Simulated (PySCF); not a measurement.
Atoms are numbered as in `[C-:1]#[N+:2][CH2:3][CH3:4]`; H(Xn) means a hydrogen on atom n.

Geometry: PBE0-D3(BJ)/def2-TZVP; GIAO absolute shieldings from PySCF 2.14.0 with density-fitted response routines, gas phase, non-relativistic, averaged over equivalent atoms.

At PBE0/pcSseg-2 (214 basis functions, 28 s wall time on 1 thread of an Arm Neoverse N1, shared host):
```json
{"atoms": "C1", "σ (ppm)": "4.4"}
{"atoms": "C3", "σ (ppm)": "148.0"}
{"atoms": "C4", "σ (ppm)": "167.9"}
{"atoms": "N2", "σ (ppm)": "66.6"}
{"atoms": "H(C3)", "σ (ppm)": "28.21"}
{"atoms": "H(C4)", "σ (ppm)": "30.25"}
```

Task: Estimate the result of repeating the calculation with wB97X-D/pcSseg-2.

Result: 
```json
{"atoms": "C1", "σ at wB97X-D/pcSseg-2": "4.5", "change": "+0.1"}
{"atoms": "C3", "σ at wB97X-D/pcSseg-2": "148.0", "change": "+0.0"}
{"atoms": "C4", "σ at wB97X-D/pcSseg-2": "168.0", "change": "+0.1"}
{"atoms": "N2", "σ at wB97X-D/pcSseg-2": "65.0", "change": "-1.6"}
{"atoms": "H(C3)", "σ at wB97X-D/pcSseg-2": "28.40", "change": "+0.19"}
{"atoms": "H(C4)", "σ at wB97X-D/pcSseg-2": "30.35", "change": "+0.10"}
```

The largest change is at N2 (isocyanide nitrogen). Cost: 214 basis functions, 31 s wall time on 1 thread of an Arm Neoverse N1, shared host. The order of the carbon signals is the same at both levels.
